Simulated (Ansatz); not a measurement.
# Ga (model structure, started from the graphite type, P6₃/mmc, No. 194, 4 atoms in the cell): volume per atom by level of theory

No measured value is used here.

Question: Put these levels in order of the volume per atom that they give for Ga (model structure, started from the graphite type, P6₃/mmc, No. 194, 4 atoms in the cell), smallest first: PBE (Ansatz, a quantum-chemistry and plane-wave program), PBE-D3(BJ) (Ansatz), PBEsol (Ansatz).

Answer: PBEsol (21.32 Å³/atom), PBE-D3(BJ) (21.75 Å³/atom), PBE (22.73 Å³/atom)

Ansatz's density-functional and Hartree–Fock values are scalar-relativistic unless marked +SOC, with PAW data made under PBE.

A model structure was made by putting elements into a prototype or built by hand; it is no filed structure, need not be a known phase, and can be a saddle point held by its symmetry.
